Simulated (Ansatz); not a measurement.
# H₂As–As, singlet in cc-pVDZ: errors against RCCSDTQ

Geometry: a PBE0/def2-TZVP stationary point for this spin, not checked as a minimum.

```csv
atom,x (Å),y (Å),z (Å)
As,0.0000,0.0000,1.0500
As,0.0000,0.0000,-1.1038
H,0.0000,1.1767,2.0001
H,0.0000,-1.1767,2.0001
```

Basis cc-pVDZ; Ansatz 0.2.0. Only valence electrons are correlated (noble-gas cores and the filled d shells of p-block atoms frozen), which leaves 12 electrons in 36 orbitals. Prefix R: restricted or restricted open-shell reference; prefix U: unrestricted. Active spaces: valence = (12e, 10o) chosen from the atoms' valence shells. No spin–orbit coupling is included, and no scalar relativity.

Full CI isn't at hand for all of this; RCCSDTQ serves as the reference, and is uncertain by the last step of the cluster series or more. The frozen core follows each run's orbitals, which can shift R against U totals by a few meV for light atoms and by up to 0.1 eV past Ca.

- UHF ⟨S²⟩: 0.453
- T1 diagnostic (RCCSD): 0.0264
- largest doubles amplitude (RCCSD): 0.138

| level | E − E(RCCSDTQ) (kJ/mol) | share of correlation (%) | wall time |
| --- | --- | --- | --- |
| RHF | 671.2 | 0.00 | – |
| RMP2 | 117.3 | 82.52 | – |
| CISD | 95.5 | 85.77 | 2.3 s |
| RCCSD | 32.9 | 95.10 | – |
| RCCSD(T) | 5.4 | 99.20 | 4.7 s |
| BCCD(T) | 5.4 | 99.19 | 3.1 s |
| RCCSDT | 2.5 | 99.63 | – |
| RCCSDT(Q) | -0.1 | 100.02 | 8.5 s |
| CASSCF (valence space) | 445.4 | 33.63 | – |
| NEVPT2 (valence space) | 96.2 | 85.67 | 11 s |
| MRCISD (valence space) | 35.4 | 94.73 | – |
| MRCISD+Q (valence space) | 1.2 | 99.82 | 6.5 s (H100) |

The correlation energy at RCCSDTQ, counted from RHF, is -6.956 eV. That run took 14 s on 2 threads of AMD EPYC 7R13 with a shared H100 80 GB, shared host.

Run but not shown, since their state, orbitals or frozen core can't be matched to the reference's or they repeat it: UHF, UMP2, UCCSD, UCCSD(T), UCCSDT, UCCSDT(Q).

Times hold each run's SCF and search for its determinant on a shared host, so for small cases they say little of a method's own cost; rows without a card ran on 1 thread of AMD EPYC 7R13. Some runs computed forces too.

Natural occupations of CASSCF (valence space) about the gap: 1.984 1.980 1.966 1.960 1.908 0.100 0.049 0.039 0.021; effectively unpaired electrons, Σ n²(2−n)², 0.10.

Atomization energy (electronic, same basis, no zero-point term; atoms at the same level, unrestricted beside the R rows where the molecule is a closed shell, but restricted open-shell past Ca, as are all atoms' steps beyond CCSDT(Q)) at RCCSDTQ: 587.4 kJ/mol. Errors of other levels:

| level | error (kJ/mol) |
| --- | --- |
| RHF | -300.3 |
| RMP2 | -34.8 |
| CISD | -86.9 |
| RCCSD | -27.7 |
| RCCSD(T) | -4.0 |
| BCCD(T) | -4.0 |
| RCCSDT | -2.1 |
| RCCSDT(Q) | 0.2 |
| CASSCF (valence space) | -74.5 |
| NEVPT2 (valence space) | -17.4 |
| MRCISD (valence space) | -26.7 |
| MRCISD+Q (valence space) | -10.0 |

This basis is far from its limit, so the value isn't to be set against a measured one. Truncated CI isn't size-consistent, which counts against it in atomization.
